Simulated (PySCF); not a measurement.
Species: C4H7N.
Geometry (GFN2-xTB, Å), atoms numbered from 1 in this order:
```
atom  x, y, z in Å
C1     2.4672    0.3061   -0.0216
C2     1.2771   -0.1447    0.2166
C3     0.0759   -0.5896    0.4138
C4    -1.0762   -0.3489   -0.5385
N5    -2.1082    0.5237   -0.0018
H6     2.7763    1.2898    0.2948
H7     3.2074   -0.2874   -0.5345
H8    -0.1689   -1.1277    1.3214
H9    -0.7047    0.1004   -1.4623
H10   -1.5493   -1.3059   -0.7815
H11   -1.7209    1.4395    0.2019
H12   -2.4746    0.1440    0.8657
```

The closed-shell SCF was solved with PySCF and density fitting under several settings on one GFN2-xTB geometry (grid level 2 and gas phase unless stated).

| settings | basis functions | SCF cycles | E (Eh) | HOMO (eV) | LUMO (eV) | dipole (D) |
| --- | --- | --- | --- | --- | --- | --- |
| PBE0/pcSseg-1 | 120 | 13 | -211.0347 | -6.72 | 0.31 | 1.06 |
| PBE0/def2-SVPD | 156 | 13 | -210.9210 | -6.82 | 0.18 | 1.02 |
| B97-2/aug-pcSseg-1 | 193 | 12 | -211.2282 | -6.58 | -0.25 | 0.98 |

**Question.** Estimate the row for these settings: PBE0/ANO-RCC-VDZP.

**Answer.** 
```tsv
settings	basis functions	SCF cycles	E (Eh)	HOMO (eV)	LUMO (eV)	dipole (D)
PBE0/ANO-RCC-VDZP	105	13	-211.1241	-6.64	0.18	0.97
```

**Question.** Over all rows, what range does the HOMO–LUMO gap span?

**Answer.** From 6.33 eV (B97-2/aug-pcSseg-1) to 7.03 eV (PBE0/pcSseg-1). The functional of the narrowest has 21 % exact exchange, that of the widest 25 % exact exchange.

**Question.** Compare two rows with the functional PBE0: PBE0/ANO-RCC-VDZP and PBE0/def2-SVPD. Which energy is lower, and by how much?

**Answer.** PBE0/ANO-RCC-VDZP (105 functions) lies 0.2031 Eh or 127 kcal/mol below PBE0/def2-SVPD (156 functions). The smaller set gives the lower energy; the two sets aren't nested, so the variational bound doesn't order them by size.

Whole jobs, the steps after the SCF included, on one thread of an Arm Neoverse V1, no GPU, on a shared host:

| settings | work after the SCF | wall time | peak memory |
| --- | --- | --- | --- |
| PBE0/pcSseg-1 | shieldings, charges and field gradients | 8.7 s | 0.54 GiB |
| PBE0/def2-SVPD | 6 singlets by full TDDFT, 2 Tamm–Dancoff triplets, polarisability | 13 s | 0.66 GiB |
| B97-2/aug-pcSseg-1 | spin–spin couplings from 12 perturbed nuclei, spin–dipole term for 1 of them | 22 s | 0.76 GiB |
| PBE0/ANO-RCC-VDZP | shieldings | 12 s | 0.57 GiB |

Cycle counts include a coarse-grid stage where the run had one. ANO-RCC sets were contracted for a scalar-relativistic Hamiltonian, but ran non-relativistically here.

One conformer stands for the species.
